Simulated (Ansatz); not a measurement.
## NH₃, singlet: the ladder up to full CI

Geometry: a point of a stretch scan, not a stationary point.

```xyz
4

N     0.0035    0.0056   -0.0693
H     0.9417    0.0186    0.3111
H    -0.4794    0.8139    0.3029
H    -0.5115   -0.9105    0.3486
```

Basis 6-31G; Ansatz 0.2.0. Correlated methods freeze the noble-gas cores, which leaves 8 electrons in 14 orbitals. R marks a restricted (for open shells ROHF) determinant. Active spaces: valence = (8e, 7o) chosen from the atoms' valence shells; pair = (2e, 2o) about the gap.

Full CI is exact within this basis and frozen core; it isn't the basis-set limit.

The UHF ⟨S²⟩ is 0.000. The T1 diagnostic (RCCSD) is 0.0067 and the largest doubles amplitude (RCCSD) is 0.049.

```tsv
level	E − E(RHF) (eV)
RMP2	-3.2468
RCCSD	-3.6131
RCCSD(T)	-3.6573
```

Question: Estimate how far full CI in 6-31G lies from RCCSD(T). The table doesn't fix it; the size of (T) and the diagnostics are the guide.

Answer: Full CI in 6-31G lies 0.30 kcal/mol below RCCSD(T), which is 29 % of the (T) step (-1.02 kcal/mol). The diagnostics give no warning, yet the rest is a sizeable part of (T).

The other levels:

| level | E − E(full CI) (kcal/mol) | share of correlation (%) | wall time |
| --- | --- | --- | --- |
| CISD | 4.89 | 94.23 | 0.18 s |
| BCCD(T) | 0.30 | 99.64 | 0.15 s |
| RCCSDT | 0.20 | 99.76 | – |
| CISDTQ | 0.16 | 99.82 | 0.42 s |
| RCCSDT(Q) | 0.00 | 100.00 | 0.33 s |
| RCCSDTQ | 0.01 | 99.99 | 1.3 s |
| CASSCF (pair space) | 70.33 | 16.90 | – |
| NEVPT2 (pair space) | 7.37 | 91.29 | 0.09 s |
| MRCISD (pair space) | 3.42 | 95.95 | – |
| MRCISD+Q (pair space) | 0.66 | 99.21 | 0.18 s |
| CASSCF (valence space) | 34.69 | 59.02 | – |
| NEVPT2 (valence space) | 6.32 | 92.53 | 0.51 s |
| MRCISD (valence space) | 0.74 | 99.13 | – |
| MRCISD+Q (valence space) | 0.02 | 99.98 | 0.88 s |

The correlation energy at full CI, counted from RHF, is -3.670 eV. That run took 1.3 s on 1 thread of Arm Neoverse V2, shared host over 501,761 determinants.

Times hold each run's SCF and search for its determinant on a shared host, so for small cases they say little of a method's own cost; they ran on 1 thread of Arm Neoverse V2.

The full-CI state has the irrep A' of Cs, in the program's axes.

Natural occupations of full CI about the gap: 1.983 1.973 1.968 1.961 0.034 0.026 0.024 0.017 0.005 0.004; effectively unpaired electrons, Σ n²(2−n)², 0.02.
